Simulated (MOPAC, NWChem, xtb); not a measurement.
**How methods differ on SiH2Cl (chlorosilyl radical)**

The species is SiH2Cl (4 atoms), meant as a doublet with charge 0. As SMILES, `[SiH2]Cl`. The coordinates come from a GFN2-xTB relaxation.

Each level gives the dipole moment (D). The values are calculated.

```tsv
level	kind	program	value (D)	CPU time
PM7	semi-empirical	MOPAC	2.12	under 2 s
GFN2-xTB	semi-empirical	xtb	1.36	under 2 s
GFN0-xTB	semi-empirical	xtb	1.49	under 2 s
GFN1-xTB	semi-empirical	xtb	1.08	under 2 s
UHF/3-21G	Hartree–Fock	NWChem	2.66	0.97 s
UHF/def2-SVP	Hartree–Fock	NWChem	1.40	2 s
UHF/pcseg-1	Hartree–Fock	NWChem	1.71	3.1 s
UPBE/pcseg-1	GGA	NWChem	1.25	7 s
UB3LYP/6-31G* (spherical functions)	global hybrid	NWChem	1.37	6.9 s
UB3LYP/6-31G* (Cartesian functions)	global hybrid	NWChem	1.37	7.4 s
```

The values span 1.08 to 2.66 D. Magnitudes only. Sets without polarisation functions give poor dipoles. Without the sets that lack polarisation functions the rows with a basis span only 1.25 to 1.71 D. Times are those of the runs behind each value, whatever else they computed, on shared processors of several kinds: orders of magnitude only.
